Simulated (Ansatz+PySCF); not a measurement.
# doublet SiH₂(+): levels of theory in one basis

```yaml
atoms:
  - { symbol: Si, position_ang: [0.0000, -0.4840, 0.0000] }
  - { symbol: H, position_ang: [0.0000, 0.2420, 1.2429] }
  - { symbol: H, position_ang: [0.0000, 0.2420, -1.2429] }
```

Basis set: cc-pVTZ on H; cc-pV(T+d)Z on Si (spherical functions). Frozen core: 5 orbitals. Correlation on ROHF uses semicanonical orbitals with singles. Charge 1, multiplicity 2.

Computed with Ansatz (development build ahead of 0.2.0) and PySCF 2.14.0; each method stands on the lowest determinant of its kind that the runs found.

```json
{"method": "ROHF", "E − E(ROHF) (eV)": "0.00", "<S²> of the determinant": "0.75"}
{"method": "UHF", "E − E(ROHF) (eV)": "-0.05", "<S²> of the determinant": "0.76"}
{"method": "ROHF-MP2", "E − E(ROHF) (eV)": "-2.08", "<S²> of the determinant": "–"}
{"method": "UHF-MP2", "E − E(ROHF) (eV)": "-2.09", "<S²> of the determinant": "0.76"}
{"method": "UHF-CCSD", "E − E(ROHF) (eV)": "-2.63", "<S²> of the determinant": "0.76"}
{"method": "ROHF-CCSD(T)", "E − E(ROHF) (eV)": "-2.68", "<S²> of the determinant": "–"}
{"method": "UHF-CCSD(T)", "E − E(ROHF) (eV)": "-2.69", "<S²> of the determinant": "0.76"}
```
